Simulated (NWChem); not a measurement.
System: C3H7 cation

Here is an NWChem input.

```
start job
memory heap 200 mb stack 900 mb global 1100 mb
charge 1
geometry units angstroms noautosym nocenter noautoz
  C      1.283740     0.014041     0.193314
  C      0.000000    -0.000000    -0.453280
  C     -1.283740    -0.014041     0.193314
  H      2.033079    -0.617990    -0.338488
  H      1.281492    -0.111025     1.291083
  H      1.678328     1.044851    -0.059184
  H      0.000000     0.000000    -1.564581
  H     -1.678328    -1.044851    -0.059184
  H     -2.033079     0.617990    -0.338488
  H     -1.281492     0.111025     1.291083
end
basis spherical
  C library def2-svp
  H library def2-svp
end
dft
  xc m06-2x
  iterations 150
end
cosmo
  dielec 1.5
end
task dft energy
```

Output (shortened):

```
             Northwest Computational Chemistry Package (NWChem) 7.3.0
             --------------------------------------------------------

                             Geometry "geometry" -> ""
                             -------------------------

 Output coordinates in angstroms (scale by  1.889725989 to convert to a.u.)

  No.       Tag          Charge          X              Y              Z
 ---- ---------------- ---------- -------------- -------------- --------------
    1 C                    6.0000     1.28374000     0.01404100     0.19331400
    2 C                    6.0000     0.00000000     0.00000000    -0.45328000
    3 C                    6.0000    -1.28374000    -0.01404100     0.19331400
    4 H                    1.0000     2.03307900    -0.61799000    -0.33848800
    5 H                    1.0000     1.28149200    -0.11102500     1.29108300
    6 H                    1.0000     1.67832800     1.04485100    -0.05918400
    7 H                    1.0000     0.00000000     0.00000000    -1.56458100
    8 H                    1.0000    -1.67832800    -1.04485100    -0.05918400
    9 H                    1.0000    -2.03307900     0.61799000    -0.33848800
   10 H                    1.0000    -1.28149200     0.11102500     1.29108300

 Effective nuclear repulsion energy (a.u.)      76.2588390330

                                 NWChem DFT Module
                                 -----------------

 Summary of "ao basis" -> "ao basis" (spherical)
 ------------------------------------------------------------------------------
       Tag                 Description            Shells   Functions and Types
 ---------------- ------------------------------  ------  ---------------------
 C                          def2-svp                 6       14   3s2p1d
 H                          def2-svp                 3        5   2s1p

 in cosmo_initialize ...

 solvent parameters
 solvname_short: unkn
 solvname_long:  unknown
 dielec:        1.5000

          ---------------
          -cosmo- solvent
          ---------------
 Cosmo: York-Karplus, doi: 10.1021/jp992097l
 dielectric constant -eps-     =   1.50
 screen = (eps-1)/(eps    )    =   0.33333
 surface charge correction     = lagrangian

   van der Waals surface
 --------------------------

 ---------- ATOMIC COORDINATES (A.U.) ------------ VDWR(ANG.) --
     1    2.42591684    0.02653364    0.36531049     2.000
     2    0.00000000    0.00000000   -0.85657500     2.000
     3   -2.42591684   -0.02653364    0.36531049     2.000
     4    3.84196222   -1.16783176   -0.63964957     1.300
     5    2.42166874   -0.20980683    2.43979310     1.300
     6    3.17158004    1.97448209   -0.11184154     1.300
     7    0.00000000    0.00000000   -2.95662938     1.300
     8   -3.17158004   -1.97448209   -0.11184154     1.300
     9   -3.84196222    1.16783176   -0.63964957     1.300
    10   -2.42166874    0.20980683    2.43979310     1.300
 number of segments per atom =         32
 number of   points per atom =         32
 atom (   nspa,  nppa )
 ----------------------
    1 (     17,     0 )       0
    2 (     12,     0 )       0
    3 (     17,     0 )       0
    4 (     16,     0 )       0
    5 (     16,     0 )       0
    6 (     15,     0 )       0
    7 (     16,     0 )       0
    8 (     15,     0 )       0
    9 (     16,     0 )       0
   10 (     16,     0 )       0
 number of -cosmo- surface points =      156
 molecular surface =     99.709 angstrom**2
 molecular volume  =     79.335 angstrom**3
 G(cav/disp)       =      1.359 kcal/mol
 -lineq- algorithm             =   0
 -bem- low  level              =   2
 -bem- from -octahedral-
 gaussian surface charge width =   4.50000
 degree of switching           =   1.00000
 switching function tolerance  =   0.00010
 atomic radii =
 --------------
    1  6.000  2.000
    2  6.000  2.000
    3  6.000  2.000
    4  1.000  1.300
    5  1.000  1.300
    6  1.000  1.300
    7  1.000  1.300
    8  1.000  1.300
    9  1.000  1.300
   10  1.000  1.300
 ...... end of -cosmo- initialization ......

            General Information
            -------------------
          SCF calculation type: DFT
          Wavefunction type:  closed shell.
          No. of atoms     :    10
          No. of electrons :    24
           Alpha electrons :    12
            Beta electrons :    12
          Charge           :     1
          Spin multiplicity:     1
          Use of symmetry is: off; symmetry adaption is: off
          Maximum number of iterations: 150
          AO basis - number of functions:    77
                     number of shells:    39
          Convergence on energy requested:  1.00D-06
          Convergence on density requested:  1.00D-05
          Convergence on gradient requested:  5.00D-04

[...]

                                   COSMO solvation results
                                   -----------------------

                 gas phase energy =      -118.039072543184
                 sol phase energy =      -118.073222947083
 (electrostatic) solvation energy =         0.034150403898 (   21.43 kcal/mol)

                       DFT Final Molecular Orbital Analysis
                       ------------------------------------

 Vector   10  Occ=2.000000D+00  E=-6.079107D-01
              MO Center=  3.2D-08,  2.6D-08,  1.3D-01, r^2= 3.3D+00
   Bfn.  Coefficient  Atom+Function         Bfn.  Coefficient  Atom+Function
  ----- ------------  ---------------      ----- ------------  ---------------
     5      0.292545   1 C  py               33     -0.292545   3 C  py
    53      0.251071   6 H  s                63      0.251071   8 H  s
     8      0.152779   1 C  py               36     -0.152779   3 C  py
    48     -0.141947   5 H  s                73     -0.141947  10 H  s
     6     -0.120821   1 C  pz               34     -0.120821   3 C  pz

 Vector   11  Occ=2.000000D+00  E=-6.061696D-01
              MO Center= -5.9D-09, -3.0D-08,  1.4D-01, r^2= 3.2D+00
   Bfn.  Coefficient  Atom+Function         Bfn.  Coefficient  Atom+Function
  ----- ------------  ---------------      ----- ------------  ---------------
     4      0.290452   1 C  px               32      0.290452   3 C  px
    18     -0.244335   2 C  px               43      0.217044   4 H  s
    68     -0.217044   9 H  s                 6     -0.174233   1 C  pz
    34      0.174233   3 C  pz               48     -0.167830   5 H  s
    73      0.167830  10 H  s                 7      0.132893   1 C  px

 Vector   12  Occ=2.000000D+00  E=-5.962941D-01
              MO Center= -2.8D-08,  5.6D-09,  2.9D-02, r^2= 3.0D+00
   Bfn.  Coefficient  Atom+Function         Bfn.  Coefficient  Atom+Function
  ----- ------------  ---------------      ----- ------------  ---------------
    20     -0.275359   2 C  pz                6      0.253595   1 C  pz
    34      0.253595   3 C  pz               58      0.252480   7 H  s
    48      0.204299   5 H  s                73      0.204299  10 H  s
    43     -0.176622   4 H  s                68     -0.176622   9 H  s
     5      0.141337   1 C  py               33     -0.141337   3 C  py

 Vector   13  Occ=0.000000D+00  E=-2.342288D-01
              MO Center= -3.8D-11, -4.4D-10, -3.5D-01, r^2= 2.2D+00
   Bfn.  Coefficient  Atom+Function         Bfn.  Coefficient  Atom+Function
  ----- ------------  ---------------      ----- ------------  ---------------
    22      0.572993   2 C  py               19      0.567767   2 C  py
    53     -0.201572   6 H  s                63      0.201572   8 H  s
    54     -0.184135   6 H  s                64      0.184135   8 H  s
    43      0.138534   4 H  s                68     -0.138534   9 H  s
    44      0.127548   4 H  s                69     -0.127548   9 H  s

 Vector   14  Occ=0.000000D+00  E=-3.748349D-02
              MO Center=  1.5D-09, -1.1D-09, -8.0D-01, r^2= 6.2D+00
   Bfn.  Coefficient  Atom+Function         Bfn.  Coefficient  Atom+Function
  ----- ------------  ---------------      ----- ------------  ---------------
     3      1.350145   1 C  s                31      1.350145   3 C  s
    59     -1.097505   7 H  s                54     -0.756594   6 H  s
    64     -0.756594   8 H  s                44     -0.711550   4 H  s
    69     -0.711550   9 H  s                23     -0.594946   2 C  pz
    17      0.366500   2 C  s                49     -0.312897   5 H  s

 Vector   15  Occ=0.000000D+00  E=-1.056277D-03
              MO Center= -5.6D-08, -1.3D-08,  4.3D-01, r^2= 6.1D+00
   Bfn.  Coefficient  Atom+Function         Bfn.  Coefficient  Atom+Function
  ----- ------------  ---------------      ----- ------------  ---------------
     3      1.186699   1 C  s                31      1.186699   3 C  s
    59      1.192409   7 H  s                49     -1.098051   5 H  s
    74     -1.098051  10 H  s                17     -1.077924   2 C  s
    54     -0.452727   6 H  s                64     -0.452727   8 H  s
     9      0.384406   1 C  pz               37      0.384406   3 C  pz

     Multipole analysis of the density
     ---------------------------------

     L   x y z        total         alpha         beta         nuclear
     -   - - -        -----         -----         ----         -------
     0   0 0 0      1.000000    -12.000000    -12.000000     25.000000

     1   1 0 0      0.000000      0.000000      0.000000     -0.000000
     1   0 1 0     -0.000000     -0.000000     -0.000000      0.000000
     1   0 0 1     -0.435618     -0.049934     -0.049934     -0.335750

     2   2 0 0     -6.871132    -69.430074    -69.430074    131.989016
     2   1 1 0      0.792464     -1.257358     -1.257358      3.307181
     2   1 0 1      0.000000      0.000000      0.000000      0.000000
     2   0 2 0    -12.468506    -11.544907    -11.544907     10.621307
     2   0 1 1     -0.000000     -0.000000     -0.000000      0.000000
     2   0 0 2    -11.161424    -19.327664    -19.327664     27.493904
```

Level: M06-2X/def2-SVP, COSMO on the gas-phase geometry. All runs use the structure optimised with PBE-D3(BJ)/def2-SVP. COSMO prints the solvation energy as gas minus solution, so a positive value is a stabilisation.
